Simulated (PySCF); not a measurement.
Compound: C4H4F2.
SMILES: `CC1C(F)=C1F`

The closed-shell ground state was solved at several levels (PySCF, density fitting, gas phase, non-relativistic). Isolated species at its GFN2-xTB geometry, gas phase.

| level | basis functions | HOMO (eV) | LUMO (eV) | gap (eV) | dipole (D) |
| --- | --- | --- | --- | --- | --- |
| CAM-B3LYP/def2-SVPD | 158 | -8.72 | 0.79 | 9.51 | 1.47 |
| PBE0/pcSseg-1 | 122 | -7.24 | 0.87 | 8.11 | 1.33 |

(1) What might B3LYP/pcJ-1 (202 basis functions) give for the same quantities?

(2) Over all these levels, which gives the widest orbital gap and which the narrowest?

(3) How far do the dipole and the HOMO energy spread over the levels?

## Answers

(1) HOMO -7.02 eV, LUMO 0.58 eV, gap 7.60 eV, dipole 1.32 D.

(2) CAM-B3LYP/def2-SVPD (range-separated hybrid) has the widest, 9.51 eV, and B3LYP/pcJ-1 (global hybrid, 20 % exact exchange) the narrowest, 7.60 eV. Functional and basis both differ between the two, so the spread mixes both effects.

(3) The dipole runs from 1.32 to 1.47 D (mean 1.37 D) and the HOMO from -8.72 to -7.02 eV.
